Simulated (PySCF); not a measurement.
water cation (H₂O), SMILES O (connectivity only; charge and spin as stated), charge +1, multiplicity 2. Geometry optimised at PBE0-D3(BJ)/def2-TZVPD. The spin state was assumed, not searched.

Method: PBE0-D3(BJ)/def2-TZVPD run with PySCF.

Harmonic wavenumbers (cm⁻¹): 1450, 3372, 3416. Rotational constants (GHz): 841.4, 372.4, 258.2; symmetry number 2.

Q: Work out the zero-point energy and the ideal-gas rigid-rotor harmonic-oscillator thermochemistry at 298.15 K and 1 atm.

A: ZPE = ½ Σ hcν = ½ × 8238 cm⁻¹ = 49.28 kJ/mol. H − E(el) = 59.21 kJ/mol. Entropy in J/(mol K): translation 144.80, rotation 44.70, vibration 0.06, spin 5.76, total 195.33. G − E(el) = 0.97 kJ/mol. Cp = 33.63 J/(mol K).
